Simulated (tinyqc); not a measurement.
Worked calculation: MP2 on RHF in the sto-3g basis, for LiH, spin multiplicity 1. Computed by tinyqc, a small Python program that keeps every step (integrals from PySCF). Settings: charge = 0, multiplicity = 1, basis = sto-3g, method = RHF, energy threshold = 1e-10, iteration cap = 62, orthogonalisation = canonical, start = core, DIIS depth = 6. Command: `OMP_NUM_THREADS=1 python tinyqc.py 31992 31993 out.jsonl` (the two numbers bound the seeds that draw the settings). One thread of a shared host (Intel(R) Xeon(R) Processor @ 2.60GHz), about 0.1 s of CPU time with the checks. The early iterations of the SCF are left out here.

## One-electron integrals

Geometry (angstrom):
```
atom         x         y         z
Li    0.000000  0.000000  0.000000
H     0.000000  0.000000  1.907000
```

Basis sto-3g: exponents (1/bohr^2) and contraction coefficients of normalised primitives:
```
element  l (shell)   exponent  coefficient
Li           s (1)  16.119575     0.154329
Li           s (1)   2.936201     0.535328
Li           s (1)   0.794651     0.444635
Li           s (2)   0.636290    -0.099967
Li           s (2)   0.147860     0.399513
Li           s (2)   0.048089     0.700115
Li           p (3)   0.636290     0.155916
Li           p (3)   0.147860     0.607684
Li           p (3)   0.048089     0.391957
H            s (1)   3.425251     0.154329
H            s (1)   0.623914     0.535328
H            s (1)   0.168855     0.444635
```

Overlap, kinetic and nuclear-attraction integrals over the contracted functions; the nuclear repulsion is the sum of Za Zb / Rab.

nuclear repulsion = 0.83247595 hartree

overlap S, lower triangle:
```
           1Li 1s    1Li 2s   1Li 2px   1Li 2py   1Li 2pz     2H 1s
1Li 1s   1.000000
1Li 2s   0.241137  1.000000
1Li 2px  0.000000  0.000000  1.000000
1Li 2py  0.000000  0.000000  0.000000  1.000000
1Li 2pz  0.000000  0.000000  0.000000  0.000000  1.000000
2H 1s    0.034110  0.320257  0.000000  0.000000  0.444973  1.000000
```

kinetic energy T (hartree), lower triangle:
```
            1Li 1s    1Li 2s   1Li 2px   1Li 2py   1Li 2pz     2H 1s
1Li 1s    3.576786
1Li 2s   -0.020237  0.102163
1Li 2px   0.000000  0.000000  0.319682
1Li 2py   0.000000  0.000000  0.000000  0.319682
1Li 2pz   0.000000  0.000000  0.000000  0.000000  0.319682
2H 1s    -0.010450  0.023954  0.000000  0.000000  0.084482  0.760032
```

nuclear attraction V (hartree), lower triangle:
```
            1Li 1s     1Li 2s    1Li 2px    1Li 2py    1Li 2pz      2H 1s
1Li 1s   -8.260373
1Li 2s   -1.031257  -1.465680
1Li 2px   0.000000   0.000000  -1.428698
1Li 2py   0.000000   0.000000   0.000000  -1.428698
1Li 2pz  -0.011338  -0.104379   0.000000   0.000000  -1.510880
2H 1s    -0.142634  -0.543920   0.000000   0.000000  -0.764416  -2.058584
```

core Hamiltonian H = T + V (hartree), lower triangle:
```
            1Li 1s     1Li 2s    1Li 2px    1Li 2py    1Li 2pz      2H 1s
1Li 1s   -4.683587
1Li 2s   -1.051494  -1.363517
1Li 2px   0.000000   0.000000  -1.109016
1Li 2py   0.000000   0.000000   0.000000  -1.109016
1Li 2pz  -0.011338  -0.104379   0.000000   0.000000  -1.191198
2H 1s    -0.153085  -0.519966   0.000000   0.000000  -0.679934  -1.298553
```

## Two-electron integrals

Functions are numbered as in S; the eight-fold symmetry (ij|kl) = (ji|kl) = (kl|ij) leaves the list below.

Two-electron integrals (ij|kl) in chemists' order, unique and non-zero (hartree):
```
(11|11) 1.680395   (21|11) 0.265420   (21|21) 0.049941   (22|11) 0.397727
(22|21) 0.092860   (22|22) 0.290562   (31|31) 0.008981   (32|31) 0.013788
(32|32) 0.064184   (33|11) 0.396640   (33|21) 0.092880   (33|22) 0.290497
(33|33) 0.312946   (41|41) 0.008981   (42|41) 0.013788   (42|42) 0.064184
(43|43) 0.016869   (44|11) 0.396640   (44|21) 0.092880   (44|22) 0.290497
(44|33) 0.279207   (44|44) 0.312946   (51|51) 0.008981   (52|51) 0.013788
(52|52) 0.064184   (53|53) 0.016869   (54|54) 0.016869   (55|11) 0.396640
(55|21) 0.092880   (55|22) 0.290497   (55|33) 0.279207   (55|44) 0.279207
(55|55) 0.312946   (61|11) 0.036164   (61|21) 0.006853   (61|22) 0.013036
(61|33) 0.012884   (61|44) 0.012884   (61|51) 0.000839   (61|52) 0.001637
(61|55) 0.013346   (61|61) 0.001033   (62|11) 0.107729   (62|21) 0.025565
(62|22) 0.087583   (62|33) 0.082737   (62|44) 0.082737   (62|51) 0.004064
(62|52) 0.026970   (62|55) 0.097191   (62|61) 0.004223   (62|62) 0.047481
(63|31) 0.001790   (63|32) 0.008955   (63|53) 0.003890   (63|63) 0.002941
(64|41) 0.001790   (64|42) 0.008955   (64|54) 0.003890   (64|64) 0.002941
(65|11) 0.140535   (65|21) 0.033630   (65|22) 0.119020   (65|33) 0.110841
(65|44) 0.110841   (65|51) 0.006266   (65|52) 0.041464   (65|55) 0.135256
(65|61) 0.005723   (65|62) 0.069945   (65|65) 0.104024   (66|11) 0.277227
(66|21) 0.066755   (66|22) 0.252718   (66|33) 0.230675   (66|44) 0.230675
(66|51) 0.011125   (66|52) 0.094301   (66|55) 0.296669   (66|61) 0.011315
(66|62) 0.175541   (66|65) 0.267180   (66|66) 0.774606
```

## Orthogonalisation

S = U s U^T; canonical form X = U s^(-1/2), so that X^T S X = 1. Each column of U has its largest component positive (the first on a tie).

eigenvalues of S: 0.439840  0.802145  1.000000  1.000000  1.179593  1.578422

X:
```
                 1          2         3          4          5         6
1Li 1s    0.234830   0.779367  0.000000   0.000000   0.605665  0.188023
1Li 2s   -0.691617  -0.609758  0.000000   0.000000   0.477700  0.375188
1Li 2px   0.000000   0.000000  0.515151   0.857100   0.000000  0.000000
1Li 2py   0.000000   0.000000  0.857100  -0.515151   0.000000  0.000000
1Li 2pz  -0.820495   0.472539  0.000000   0.000000  -0.466177  0.412386
2H 1s     1.032890  -0.210112  0.000000   0.000000  -0.188151  0.536063
```

Within a degenerate level the vectors are fixed only up to a rotation; this is one choice.

## Starting guess

The start is the orbitals of the core Hamiltonian; D = 2 C_occ C_occ^T.

D at the start, lower triangle:
```
            1Li 1s    1Li 2s   1Li 2px   1Li 2py   1Li 2pz     2H 1s
1Li 1s    2.046638
1Li 2s   -0.141596  0.344784
1Li 2px   0.000000  0.000000  0.000000
1Li 2py   0.000000  0.000000  0.000000  0.000000
1Li 2pz  -0.089298  0.340954  0.000000  0.000000  0.338461
2H 1s    -0.113256  0.466672  0.000000  0.000000  0.463489  0.634741
```

## Iteration 7 (converged): orbitals

converged F (hartree), lower triangle:
```
            1Li 1s     1Li 2s   1Li 2px   1Li 2py    1Li 2pz      2H 1s
1Li 1s   -2.355497
1Li 2s   -0.641144  -0.216034
1Li 2px   0.000000   0.000000  0.162856
1Li 2py   0.000000   0.000000  0.000000  0.162856
1Li 2pz   0.014561  -0.080835  0.000000  0.000000   0.032121
2H 1s    -0.093856  -0.226017  0.000000  0.000000  -0.213082  -0.103439
```

Diagonalise F' = X^T F X, C = X C', fill 2 alpha and 2 beta electrons from the bottom; D = 2 C_occ C_occ^T. Each column has its largest component positive (the first on a tie).

F' = X^T F X (hartree), lower triangle:
```
           1          2         3         4          5          6
1   0.427498
2  -0.198689  -0.826654
3   0.000000   0.000000  0.162856
4   0.000000   0.000000  0.000000  0.162856
5  -0.163613  -1.083849  0.000000  0.000000  -1.228628
6  -0.072974  -0.359161  0.000000  0.000000  -0.504700  -0.455203
```

orbital energies (hartree): MO1 -2.358012, MO2 -0.258275, MO3 0.074620, MO4 0.162856, MO5 0.162856, MO6 0.458680

coefficients C:
```
               MO1        MO2        MO3        MO4       MO5        MO6
1Li 1s    0.991407  -0.153502  -0.213326   0.000000  0.000000   0.113056
1Li 2s    0.033426   0.480423   0.798104   0.000000  0.000000  -0.591785
1Li 2px   0.000000   0.000000   0.000000  -0.333401  0.942785   0.000000
1Li 2py   0.000000   0.000000   0.000000   0.942785  0.333401   0.000000
1Li 2pz  -0.004861   0.335007  -0.603100   0.000000  0.000000  -0.898835
2H 1s    -0.000139   0.572702  -0.170494   0.000000  0.000000   1.037649
```

D after iteration 7, lower triangle:
```
            1Li 1s    1Li 2s   1Li 2px   1Li 2py   1Li 2pz     2H 1s
1Li 1s    2.012903
1Li 2s   -0.081214  0.463848
1Li 2px   0.000000  0.000000  0.000000
1Li 2py   0.000000  0.000000  0.000000  0.000000
1Li 2pz  -0.112487  0.321566  0.000000  0.000000  0.224507
2H 1s    -0.176098  0.550270  0.000000  0.000000  0.383721  0.655976
```

Within a degenerate level the vectors are fixed only up to a rotation; this is one choice.

## Convergence

Stop when the energy changes by less than 1e-10 hartree and every element of the error matrix X^T (F D S - S D F) X is below 3e-06.

Course of the cycle:
```
iteration  E (hartree)     change  largest element of the error matrix
1          -7.82650921          -                             1.73e-01
2          -7.83936361  -1.29e-02                             1.91e-02
3          -7.84023055  -8.67e-04                             5.84e-03
4          -7.84043043  -2.00e-04                             8.38e-04
5          -7.84043505  -4.61e-06                             2.52e-05
6          -7.84043505  -1.55e-09                             9.87e-07
7          -7.84043505  -1.13e-12                             6.37e-08
```

PySCF RHF in the same basis = -7.84043505 hartree

Converged in 7 iterations.

## Populations, bond orders and dipole

Mulliken: Z minus the diagonal of D S on the atom; Loewdin: the same with S^(1/2) D S^(1/2); Mayer order: 2 sum_s sum (D(s) S)_ij (D(s) S)_ji over the two atoms.

Charges (e):
```
atom   Mulliken    Loewdin
1Li   -0.003058  -0.003311
2H     0.003058   0.003311
```

Mayer bond orders:
```
pair     order
2-1   0.999991
```

dipole moment about the origin, x y z (debye): 0.000000  0.000000  -4.963598

## Integrals over molecular orbitals

(pq|rs) = sum C_ip C_jq C_kr C_ls (ij|kl), one index at a time.

one-electron integrals over orbitals h = C^T H C (hartree), lower triangle:
```
           1          2          3          4          5          6
1  -4.674498
2   0.097868  -1.382126
3   0.163702   0.023273  -1.106527
4   0.000000   0.000000   0.000000  -1.109016
5   0.000000   0.000000   0.000000   0.000000  -1.109016
6  -0.049337   0.012223   0.024628   0.000000   0.000000  -0.994980
```

Two-electron integrals over orbitals (pq|rs), unique and non-zero (hartree):
```
(11|11) 1.659066    (21|11) -0.101790   (21|21) 0.010929    (22|11) 0.334174
(22|21) 0.003921    (22|22) 0.466432    (31|11) -0.140642   (31|21) 0.010658
(31|22) -0.012913   (31|31) 0.021942    (32|11) 0.020860    (32|21) -0.002765
(32|22) -0.054335   (32|31) -0.000026   (32|32) 0.017018    (33|11) 0.393666
(33|21) -0.009591   (33|22) 0.216388    (33|31) 0.001310    (33|32) 0.011538
(33|33) 0.333463    (41|41) 0.009813    (42|41) 0.007309    (42|42) 0.021956
(43|41) 0.010323    (43|42) 0.019729    (43|43) 0.041311    (44|11) 0.396336
(44|21) -0.003828   (44|22) 0.255485    (44|31) -0.005041   (44|32) 0.009728
(44|33) 0.280938    (44|44) 0.312946    (51|51) 0.009813    (52|51) 0.007309
(52|52) 0.021956    (53|51) 0.010323    (53|52) 0.019729    (53|53) 0.041311
(54|54) 0.016869    (55|11) 0.396336    (55|21) -0.003828   (55|22) 0.255485
(55|31) -0.005041   (55|32) 0.009728    (55|33) 0.280938    (55|44) 0.279207
(55|55) 0.312946    (61|11) 0.067090    (61|21) -0.009466   (61|22) -0.007635
(61|31) -0.004126   (61|32) 0.002462    (61|33) 0.011636    (61|44) 0.001341
(61|55) 0.001341    (61|61) 0.010602    (62|11) -0.067912   (62|21) 0.002484
(62|22) 0.114135    (62|31) 0.003094    (62|32) -0.039316   (62|33) -0.017739
(62|44) -0.029524   (62|55) -0.029524   (62|61) 0.000349    (62|62) 0.127830
(63|11) 0.020100    (63|21) -0.002599   (63|22) -0.054135   (63|31) 0.004122
(63|32) 0.013292    (63|33) 0.036166    (63|44) 0.005269    (63|55) 0.005269
(63|61) 0.004365    (63|62) -0.035592   (63|63) 0.028219    (64|41) -0.006094
(64|42) -0.019124   (64|43) -0.012871   (64|64) 0.019708    (65|51) -0.006094
(65|52) -0.019124   (65|53) -0.012871   (65|65) 0.019708    (66|11) 0.357848
(66|21) 0.001477    (66|22) 0.438198    (66|31) -0.011132   (66|32) -0.046873
(66|33) 0.239408    (66|44) 0.262973    (66|55) 0.262973    (66|61) -0.004634
(66|62) 0.113732    (66|63) -0.045497   (66|66) 0.436937
```

## Second-order Moller-Plesset energy

Hartree-Fock energy = -7.84043505 hartree

E2 = sum_ijab (ia|jb) [2 (ia|jb) - (ib|ja)] / (e_i + e_j - e_a - e_b) over occupied i, j and virtual a, b; the opposite-spin part is (ia|jb)^2 / denominator, the rest is same-spin, and SCS-MP2 scales them by 6/5 and 1/3.

Terms:
```
i  j  a  b    (ia|jb)    (ib|ja)  denominator       term
2  2  6  6   0.127830   0.127830    -1.433910  -0.011396
2  2  3  6  -0.039316  -0.039316    -1.049849  -0.001472
2  2  6  3  -0.039316  -0.039316    -1.049849  -0.001472
2  2  4  4   0.021956   0.021956    -0.842260  -0.000572
2  2  5  5   0.021956   0.021956    -0.842260  -0.000572
2  2  3  3   0.017018   0.017018    -0.665788  -0.000435
1  1  3  3   0.021942   0.021942    -4.865264  -0.000099
1  1  6  6   0.010602   0.010602    -5.633385  -0.000020
1  1  4  4   0.009813   0.009813    -5.041736  -0.000019
1  1  5  5   0.009813   0.009813    -5.041736  -0.000019
2  1  5  5   0.007309   0.007309    -2.941998  -0.000018
1  2  5  5   0.007309   0.007309    -2.941998  -0.000018
2  1  4  4   0.007309   0.007309    -2.941998  -0.000018
1  2  4  4   0.007309   0.007309    -2.941998  -0.000018
2  1  6  3   0.003094   0.002462    -3.149587  -3.66e-06
1  2  3  6   0.003094   0.002462    -3.149587  -3.66e-06
1  1  6  3  -0.004126  -0.004126    -5.249325  -3.24e-06
1  1  3  6  -0.004126  -0.004126    -5.249325  -3.24e-06
1  2  6  3   0.002462   0.003094    -3.149587  -1.43e-06
2  1  3  6   0.002462   0.003094    -3.149587  -1.43e-06
1  2  6  6   0.000349   0.000349    -3.533648  -3.44e-08
2  1  6  6   0.000349   0.000349    -3.533648  -3.44e-08
2  1  3  3  -0.000026  -0.000026    -2.765526  -2.49e-10
1  2  3  3  -0.000026  -0.000026    -2.765526  -2.49e-10
```

Pair energies (hartree; pair i-j sums ij and ji):
```
pair  opposite spin  same spin
1-1       -0.000164          0
2-1       -0.000083  -2.54e-07
2-2       -0.015920   0.000000
```

MP2 correlation energy = -0.01616674 hartree

SCS-MP2 correlation energy = -0.01939987 hartree

MP2 total energy = -7.85660179 hartree
